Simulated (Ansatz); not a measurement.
## HBC, singlet in 6-31G: errors against full CI

Geometry: a point of a stretch scan, not a stationary point.

```yaml
atoms:
  - { symbol: B, position_ang: [0.0000, 0.0000, 0.1791] }
  - { symbol: C, position_ang: [0.0000, 0.0000, -1.2851] }
  - { symbol: H, position_ang: [0.0000, 0.0000, 1.1061] }
```

Basis 6-31G; Ansatz 0.2.0. Correlated methods freeze the noble-gas cores, which leaves 8 electrons in 18 orbitals. R marks a restricted (for open shells ROHF) determinant, U an unrestricted one. Active spaces: valence = (8e, 9o) chosen from the atoms' valence shells; pair = (2e, 2o) about the gap.

Full CI is exact within this basis and frozen core; it isn't the basis-set limit. The frozen core follows each run's orbitals, which can shift R against U totals by a few meV.

The determinant fills πx and πy unequally, so it is a mixture of Σ and Δ, which weighs on every level built on one determinant.

RHF is unstable: UHF (⟨S²⟩ = 1.00) lies 0.92 eV below the lowest RHF solution. Higher spins weren't run at this geometry and may lie near or lower.

```
UHF ⟨S²⟩                          : 1.000
T1 diagnostic (RCCSD)             : 0.0129
largest doubles amplitude (RCCSD) : 0.169
```

```tsv
level	E − E(full CI) (kJ/mol)	share of correlation (%)	wall time
RHF	369.6	0.00	–
UHF†	280.5	–	–
RMP2	97.5	73.63	–
UMP2†	35.6	–	–
CISD	41.9	88.67	0.27 s
RCCSD	20.2	94.52	–
UCCSD*†	-35.1	–	–
RCCSD(T)	9.6	97.40	0.3 s
UCCSD(T)*†	-51.3	–	1.5 s
BCCD(T)	9.8	97.36	0.27 s
RCCSDT	5.6	98.48	–
UCCSDT*†	-72.3	–	–
CISDTQ	3.9	98.94	1.3 s
RCCSDT(Q)	2.4	99.35	1 s
UCCSDT(Q)*†	-76.6	–	3.4 s
RCCSDTQ*	0.3	99.92	11 s
UCCSDTQ*†	-75.6	–	24 s
CASSCF (valence space)	101.5	72.55	–
NEVPT2 (valence space)	29.2	92.10	3.9 s
MRCISD (valence space)	2.3	99.38	–
MRCISD+Q (valence space)	0.3	99.93	6 s
```

An asterisk marks runs whose energy the program itself flagged as in doubt. A dagger marks rows that describe another state than the reference (another or a broken symmetry, a higher spin or other natural occupations), so the difference holds a gap between states beside the method's error.

The correlation energy at full CI, counted from RHF, is -3.830 eV. That run took 14 s on 1 thread of Arm Neoverse V2, shared host over 2,341,648 determinants.

Run but not shown, since their state, orbitals or frozen core can't be matched to the reference's or they repeat it: CASSCF (pair space), NEVPT2 (pair space).

Times hold each run's SCF and search for its determinant on a shared host, so for small cases they say little of a method's own cost; they ran on 1 thread of Arm Neoverse V2. Some runs computed forces too.

Unrestricted levels hold only the spin's projection, and here they fall towards a lower state of higher spin.

The full-CI state has the irrep A1 of C2v, in the program's axes (one component, if the state is degenerate).

Natural occupations of full CI about the gap: 1.977 1.971 1.942 0.963 0.963 0.058 0.058 0.028 0.011 0.008; effectively unpaired electrons, Σ n²(2−n)², 2.04. No single determinant describes this state well, so single-reference rows can miss without a flag.
